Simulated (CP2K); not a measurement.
**[CF3]+ (SMILES F[C+](F)F) at BLYP-D3(BJ)/DZVP-MOLOPT-SR-GTH (core potential)**

What is the vertical electron affinity of [CF3]+ at BLYP-D3(BJ)/DZVP-MOLOPT-SR-GTH (core potential)? 

The calculation is run with CP2K 2026.2.

1 further run of the same task is left out (set aside as unsound or not needed).

## Step 1: Starting point

[CF3]+ has 4 atoms, charge +1, and is taken as a singlet. SMILES: `F[C+](F)F`. The shape is that of a PBE0-D4/def2-TZVP optimisation.

Bond lengths: F1–C2 1.230 Å, C2–F3 1.230 Å, C2–F4 1.230 Å. Angles: F1–C2–F3 120.0°, F1–C2–F4 120.0°, F3–C2–F4 120.0°.

## Step 2: The energy at BLYP-D3(BJ)/DZVP-MOLOPT-SR-GTH (core potential)

gas.inp reads:

```
&GLOBAL
  PROJECT_NAME gas
  RUN_TYPE ENERGY
  PRINT_LEVEL MEDIUM
&END GLOBAL
&FORCE_EVAL
  METHOD QUICKSTEP
  &DFT
    BASIS_SET_FILE_NAME BASIS_MOLOPT
    POTENTIAL_FILE_NAME GTH_POTENTIALS
    CHARGE 1
    MULTIPLICITY 1
    &QS
      METHOD GPW
      EPS_DEFAULT 1.0E-10
    &END QS
    &MGRID
      CUTOFF 400
      REL_CUTOFF 50
      NGRIDS 4
    &END MGRID
    &POISSON
      PERIODIC NONE
      POISSON_SOLVER MULTIPOLE
    &END POISSON
    ! SCF settings
    &SCF
      SCF_GUESS ATOMIC
      EPS_SCF 1.0E-06
      MAX_SCF 40
      &OT ON
        MINIMIZER DIIS
        PRECONDITIONER FULL_ALL
      &END OT
      &OUTER_SCF
        EPS_SCF 1.0E-06
        MAX_SCF 10
      &END OUTER_SCF
    &END SCF
    &XC
      &XC_FUNCTIONAL BLYP
      &END XC_FUNCTIONAL
      &VDW_POTENTIAL
        POTENTIAL_TYPE PAIR_POTENTIAL
        &PAIR_POTENTIAL
          TYPE DFTD3(BJ)
          PARAMETER_FILE_NAME dftd3.dat
          REFERENCE_FUNCTIONAL BLYP
          R_CUTOFF 15
        &END PAIR_POTENTIAL
      &END VDW_POTENTIAL
    &END XC
    &PRINT
      &MOMENTS
        PERIODIC F
        REFERENCE COM
        MAX_MOMENT 1
      &END MOMENTS
      &MO_CUBES
        NLUMO 3
        NHOMO -1
        WRITE_CUBE F
      &END MO_CUBES
      &HIRSHFELD OFF
      &END HIRSHFELD
    &END PRINT
  &END DFT
  &SUBSYS
    &CELL
      ABC [angstrom] 8.3 9.1 8.6
      PERIODIC NONE
    &END CELL
    &COORD
      UNIT bohr
      F      1.3201627    -0.2165626     1.8999306
      C      0.0000000     0.0000000     0.0000000
      F     -1.1517881    -1.8394594    -0.8303457
      F     -0.1681856     2.0560220    -1.0695850
    &END COORD
    &TOPOLOGY
      &CENTER_COORDINATES
      &END CENTER_COORDINATES
    &END TOPOLOGY
    &KIND F
      BASIS_SET DZVP-MOLOPT-SR-GTH-q7
      POTENTIAL GTH-BLYP-q7
    &END KIND
    &KIND C
      BASIS_SET DZVP-MOLOPT-SR-GTH-q4
      POTENTIAL GTH-BLYP-q4
    &END KIND
  &END SUBSYS
&END FORCE_EVAL
```

On the command line:

```sh
OMP_NUM_THREADS=1 cp2k.psmp -i gas.inp -o gas.out
```

Log:

```text
CP2K| version string:                                       CP2K version 2026.2
[...]
 GLOBAL| Method name                                                        CP2K
[...]
 GLOBAL| Run type                                                         ENERGY
[...]
 DFT| Spin restricted Kohn-Sham (RKS) calculation                            RKS
 DFT| Multiplicity                                                             1
[...]
 DFT| Charge                                                                   1
[...]
 FUNCTIONAL| BECKE88:
 FUNCTIONAL| LYP:
[...]
 QS| Method:                                                                 GPW
[...]
 QS| Density cutoff [a.u.]:                                                200.0
[...]
 QS| Relative density cutoff [a.u.]:                                        25.0
[...]
                             - Atoms:                                          4
[...]
                             - Spherical basis functions:                     52
[...]
 Number of electrons:                                                         24
[...]
     1 OT DIIS     0.15E+00    1.8     0.24627937       -75.1582619052 -7.52E+01
[...]
    22 OT DIIS     0.15E+00    2.0     0.00000092       -77.9897615691 -6.82E-11
  *** SCF run converged in    22 steps ***
[...]
  Overlap energy of the core charge distribution:               0.00000022726301
  Self energy of the core charge distribution:               -207.27124364960250
  Core Hamiltonian energy:                                     58.29408009598134
  Hartree energy:                                              86.31982714158949
  Exchange-correlation energy:                                -15.32986827149447
  Dispersion energy:                                           -0.00255711285507
  Total energy:                                               -77.98976156911822
[...]
                     Mulliken Population Analysis
 #  Atom  Element  Kind  Atomic population                           Net charge
       1     F        1          6.884837                              0.115163
       2     C        2          3.342726                              0.657274
       3     F        1          6.885333                              0.114667
       4     F        1          6.887104                              0.112896
 # Total charge                             24.000000                  1.000000
[...]
  Dipole moment [Debye]
    X=  0.3700963E-02 Y= -0.5148717E-02 Z=  0.1306515E-03  Total=      0.0063422
[...]
 HOMO - LUMO gap [eV] :    7.913549
 ENERGY| Total FORCE_EVAL ( QS ) energy [hartree]            -77.989761569118215
[...]
```

Wall time 52 s (1 thread of AMD EPYC (Zen 3), shared host); peak memory 0.65 GiB.

## Step 3: Doublet neutral CF3, same level

job.inp reads:

```
&GLOBAL
   PROJECT_NAME job
   RUN_TYPE ENERGY
   PRINT_LEVEL MEDIUM
&END GLOBAL

&FORCE_EVAL
   METHOD QS
   &DFT
      BASIS_SET_FILE_NAME BASIS_MOLOPT
      POTENTIAL_FILE_NAME GTH_POTENTIALS
      MULTIPLICITY 2
      UKS T
      &QS
         METHOD GPW
         EPS_DEFAULT 1.0E-10
      &END QS
      &MGRID
         CUTOFF 400
         REL_CUTOFF 50
         NGRIDS 4
      &END MGRID
      &POISSON
         PERIODIC NONE
         POISSON_SOLVER MULTIPOLE
      &END POISSON
      &SCF
         SCF_GUESS ATOMIC
         EPS_SCF 1.0E-05
         MAX_SCF 40
         &OT
            MINIMIZER DIIS
            PRECONDITIONER FULL_ALL
         &END OT
         &OUTER_SCF
            EPS_SCF 1.0E-05
            MAX_SCF 2
         &END OUTER_SCF
      &END SCF
      &XC
         &XC_FUNCTIONAL BLYP
         &END XC_FUNCTIONAL
         &VDW_POTENTIAL
            POTENTIAL_TYPE PAIR_POTENTIAL
            &PAIR_POTENTIAL
               TYPE DFTD3(BJ)
               PARAMETER_FILE_NAME dftd3.dat
               REFERENCE_FUNCTIONAL BLYP
               R_CUTOFF 15
            &END PAIR_POTENTIAL
         &END VDW_POTENTIAL
      &END XC
      &PRINT
         &MOMENTS
            PERIODIC F
            REFERENCE COM
            MAX_MOMENT 1
         &END MOMENTS
         &MO_CUBES
            NLUMO 2
            NHOMO -1
            WRITE_CUBE F
         &END MO_CUBES
         &HIRSHFELD OFF
         &END HIRSHFELD
      &END PRINT
   &END DFT
   &SUBSYS
      &CELL
         ABC 8.3 9.1 8.6
         PERIODIC NONE
      &END CELL
      &COORD
         UNIT bohr
         F      1.3201627    -0.2165626     1.8999306
         C      0.0000000     0.0000000     0.0000000
         F     -1.1517881    -1.8394594    -0.8303457
         F     -0.1681856     2.0560220    -1.0695850
      &END COORD
      &TOPOLOGY
         &CENTER_COORDINATES
         &END CENTER_COORDINATES
      &END TOPOLOGY
      &KIND F
         BASIS_SET DZVP-MOLOPT-SR-GTH-q7
         POTENTIAL GTH-BLYP-q7
      &END KIND
      &KIND C
         BASIS_SET DZVP-MOLOPT-SR-GTH-q4
         POTENTIAL GTH-BLYP-q4
      &END KIND
   &END SUBSYS
&END FORCE_EVAL
```

On the command line:

```sh
OMP_NUM_THREADS=1 cp2k.psmp -i job.inp > job.out 2>&1
```

Log (excerpt; [...] marks lines left out):

```text
CP2K| version string:                                       CP2K version 2026.2
[...]
 GLOBAL| Method name                                                        CP2K
[...]
 GLOBAL| Run type                                                         ENERGY
[...]
 DFT| Spin unrestricted (spin-polarized) Kohn-Sham calculation               UKS
 DFT| Multiplicity                                                             2
[...]
 DFT| Charge                                                                   0
[...]
 FUNCTIONAL| BECKE88:
 FUNCTIONAL| LYP:
[...]
 QS| Method:                                                                 GPW
[...]
 QS| Density cutoff [a.u.]:                                                200.0
[...]
 QS| Relative density cutoff [a.u.]:                                        25.0
[...]
                             - Atoms:                                          4
[...]
                             - Spherical basis functions:                     52
[...]
 Number of electrons:                                                         13
[...]
     1 OT DIIS     0.15E+00    4.2     0.10979942       -75.9108434958 -7.59E+01
[...]
    19 OT DIIS     0.15E+00    4.5     0.00000941       -78.2534522742 -6.82E-08
  *** SCF run converged in    19 steps ***
[...]
  Overlap energy of the core charge distribution:               0.00000022726301
  Self energy of the core charge distribution:               -207.27124364960250
  Core Hamiltonian energy:                                     59.54536117979795
  Hartree energy:                                              85.30629332570876
  Exchange-correlation energy:                                -15.83130624450293
  Dispersion energy:                                           -0.00255711285507
  Total energy:                                               -78.25345227419079
[...]
                     Mulliken Population Analysis
 #  Atom  Element  Kind  Atomic population (alpha,beta) Net charge  Spin moment
       1     F        1         3.589438     3.539107    -0.128545     0.050331
       2     C        2         2.230975     1.380860     0.388165     0.850115
       3     F        1         3.589763     3.539420    -0.129183     0.050343
[...]
  Dipole moment [Debye]
    X=  0.2672948E-02 Y= -0.1928246E-02 Z= -0.1263939E-02  Total=      0.0035299
[...]
 HOMO - LUMO gap [eV] :   10.312189
 ENERGY| Total FORCE_EVAL ( QS ) energy [hartree]            -78.253452274190792
[...]
```

Run time: 88 s. Hardware: 1 thread of AMD EPYC (Zen 3), shared host; peak memory 0.8 GiB.

## Step 4: Results

Level: BLYP-D3(BJ)/DZVP-MOLOPT-SR-GTH (core potential).

| quantity | value |
| --- | --- |
| singlet [CF3]+: total energy | -77.98976 Eh |
| singlet [CF3]+: HOMO energy | -19.57 eV |
| singlet [CF3]+: LUMO energy | -11.65 eV |
| singlet [CF3]+: HOMO–LUMO gap | 7.91 eV |
| singlet [CF3]+: dispersion energy | -6.71 kJ/mol |
| doublet neutral CF3: total energy | -78.25345 Eh |
| doublet neutral CF3: dipole moment | 0.00 D |
| doublet neutral CF3: HOMO energy (highest over α and β) | -2.47 eV |
| doublet neutral CF3: LUMO energy (lowest over α and β) | 0.11 eV |
| doublet neutral CF3: dispersion energy | -6.71 kJ/mol |
| doublet neutral CF3: ⟨S²⟩ | 0.753 |
| vertical electron affinity (to the doublet neutral) | 7.175 eV |

What this shows: At fixed nuclei the extra electron is bound by 7.18 eV (165 kcal/mol).
